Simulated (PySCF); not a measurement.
# Potential energy of Mg2 along the bond

Set-up: Mg pcseg-1; no relativity (PySCF 2.14). Energies in eV from Mg + Mg in their ground configurations at the same level. State: ¹Σg⁺ (singlet), closed shell.

All columns are PBE0.

```csv
R (Å),E (eV),HOMO (eV),LUMO (eV),Mayer bond order,⟨S²⟩
3.156,-0.021,-4.57,-0.65,0.26,0.00
3.303,-0.059,-4.65,-0.60,0.21,0.00
3.450,-0.078,-4.73,-0.53,0.17,0.00
3.560,-0.083,-4.78,-0.48,0.14,0.00
3.670,-0.083,-4.84,-0.42,0.12,0.00
3.780,-0.080,-4.89,-0.35,0.10,0.00
3.927,-0.074,-4.95,-0.26,0.08,0.00
4.110,-0.064,-5.02,-0.13,0.05,0.00
4.331,-0.051,-5.10,0.02,0.04,0.00
4.624,-0.037,-5.17,0.21,0.02,0.00
```

Closed-shell solutions of metal pairs were not tested for spin polarisation, which can lower them a little. The bond is weak. Basis-set superposition, not corrected here, can be much of De in a small basis, most of all at correlated wavefunction levels. Functionals without a dispersion term scatter widely for such bonds, and LDA overbinds them.
